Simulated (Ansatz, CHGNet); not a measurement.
For wurtzite ZnS (high-temperature phase), the machine-learned potential CHGNet-r²SCAN (trained on r²SCAN data) gives:

- lattice parameter a = 3.806 Å
- c axis length = 6.240 Å

Question: What does HSE06 (plane waves, PAW; Ansatz, a quantum-chemistry and plane-wave program) give for the same quantities?

Answer: 
- lattice constant a: 3.834 Å (goes up by 0.7 %)
- lattice parameter c: 6.278 Å (goes up by 0.6 %)

For comparison: lattice constant a 3.823 Å (measured, temperature not stated, no zero-point or thermal correction, our sources range from 3.811 to 3.823; as tabulated in Kisi, Elcombe, Acta Cryst. C 45, 1867 (1989), by the Crystallography Open …); lattice parameter c 6.261 Å (measured, temperature not stated, not corrected to a static lattice, our sources range from 6.234 to 6.261; as tabulated in Kisi, Elcombe, Acta Cryst. C 45, 1867 (1989), by the Crystallography Open …).

Changes are worked out from the printed values.

Unless a cell is named, each level is at its own relaxed cell (CHGNet-r²SCAN 19.57, HSE06 19.98 Å³/atom).

Ansatz's density-functional and Hartree–Fock values are scalar-relativistic unless marked +SOC, with PAW data made under PBE.
